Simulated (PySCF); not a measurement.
**Shifts of the heteroatoms**

Geometry (Å), atoms numbered from 1 in this order:
```xyz
9

O    -1.457    0.577   -0.354
C    -0.472   -0.418   -0.304
C     0.866    0.157    0.093
F     0.777    0.660    1.357
F     1.803   -0.821    0.107
H    -1.567    0.936    0.531
H    -0.716   -1.225    0.398
H    -0.387   -0.847   -1.304
H     1.205    0.965   -0.562
```

PySCF 2.14.0 with density-fitted response routines calculation with shielding tensors at B97-2/pcSseg-2 (GIAO) and PBE0-D3(BJ)/def2-TZVP structure; single conformer, averaged over atoms made equivalent by symmetry, fast rotation or ring inversion, no solvent model, relativity neglected.

(1) What are the ¹⁹F shifts?

(2) What are the ¹⁷O shifts?

Results:

(1) 
| atoms | environment | σ (ppm) | δ (ppm) |
| --- | --- | --- | --- |
| F4/F5 | fluorine of a CF2 group | 319.6 | -130.4 |

Shieldings were converted by a linear fit to measured shifts: ¹⁹F: δ = 163.32 − 0.949σ +9.6 on sp3 carbon (rms 4.2 ppm, 161 shifts, 5.7 ppm with the 8 outliers that the fit left out vs CFCl3, solution or neat liquid). Occasional misses reach two or three times the rms, and more in compound classes unlike the fitted ones.

On a 400 MHz spectrometer ¹⁹F resonates near 376.4 MHz, so 1 ppm is 376.4 Hz.

(2) 
| atoms | environment | σ (ppm) | δ (ppm) |
| --- | --- | --- | --- |
| O1 | alcohol oxygen | 314.2 | -23.5 |

Shieldings were converted by a linear fit to measured shifts: ¹⁷O (scatter 12.2 ppm rms vs liquid water, solution or neat liquid). A few per cent of atoms miss by over 2 rms, more outside the fitted compound classes.

On a 300 MHz spectrometer ¹⁷O resonates near 40.7 MHz, so 1 ppm is 40.7 Hz.
